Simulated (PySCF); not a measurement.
formamide (CH₃NO), SMILES NC=O. Atoms are numbered in the order given.

```xyz
6

N      0.1575    -1.0812     0.0000
C     -0.3856     0.1617     0.0000
O      0.2453     1.1934     0.0000
H      1.1596    -1.1828     0.0000
H     -0.4200    -1.9030     0.0000
H     -1.4910     0.1369     0.0000
```
Charge 0, spin multiplicity 1.

Coordinates come from a B3LYP-D3(BJ)/def2-TZVP optimisation. The values are those of a single conformer.

These are M06-2X/def2-TZVPD (PySCF) values and carry that method's errors.

Symmetry labels are those of the subgroup Cs that the program uses (full group Cs).

Q: List the valence orbital energies around the gap with their symmetry. (An estimate is asked for; the answer gives what the named calculation found.)

A: 
```
orbital  symmetry  energy (eV)
-------  --------  -----------
HOMO−7         A'       -27.94
HOMO−6         A'       -19.59
HOMO−5         A'       -17.50
HOMO−4         A'       -15.41
HOMO−3         A'       -13.68
HOMO−2         A"       -13.43
HOMO−1         A"        -9.56
HOMO           A'        -9.38
LUMO           A'         0.27
LUMO+1         A'         1.04
LUMO+2         A"         1.35
LUMO+3         A'         1.64
```
